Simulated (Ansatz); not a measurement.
Born–Oppenheimer molecular dynamics of H₆Si₂ (8 atoms, charge 0, multiplicity 1). It starts from a relaxed structure.

Method: RKS CAM-B3LYP-D4/6-31G* (Ansatz 0.2.0).

```
ensemble                      : NVE (velocity Verlet)
time step                     : 3 fs
steps asked                   : 40
starting velocities drawn for : 400 K
seed                          : 860698
```

First frame:

```xyz
8
Properties=species:S:1:pos:R:3
Si 0.000 0.000 -0.058
Si 0.000 0.000 2.279
H -1.337 -0.390 2.799
H 1.006 -0.963 2.799
H 0.331 1.353 2.799
H 1.393 0.022 -0.578
H -0.715 1.194 -0.578
H -0.676 -1.217 -0.578
```

**Question.** How far do the bonds stretch over the last three quarters of this one trajectory? (Pairs bonded in most of those frames.)

**Answer.** 
| bond | mean (Å) | spread (Å) | shortest | longest |
| --- | --- | --- | --- | --- |
| Si1–Si2 | 2.348 | 0.050 | 2.27 | 2.42 |
| Si1–H6 | 1.491 | 0.038 | 1.44 | 1.54 |
| Si1–H7 | 1.488 | 0.006 | 1.48 | 1.50 |
| Si1–H8 | 1.486 | 0.010 | 1.47 | 1.50 |
| Si2–H3 | 1.488 | 0.029 | 1.45 | 1.53 |
| Si2–H4 | 1.492 | 0.048 | 1.41 | 1.56 |
| Si2–H5 | 1.488 | 0.003 | 1.48 | 1.49 |

Mean temperature of the second half: 192 K. The conserved energy wandered by up to 6.5 meV per atom (net 3.4 meV per atom), which is poor conservation. The temperature averaged 0.48 of the 400 K drawn at the start: a run that starts near a minimum puts about half its kinetic energy into the potential. A step of 3 fs is long for free X–H stretches (periods near 10 fs) and can bias their spread and the temperature. A run of 0.12 ps of so small a system gives no equilibrium averages.

The run took 77 s on 1 thread of Arm Neoverse V1, on a shared host, peak memory 0.1 GiB.
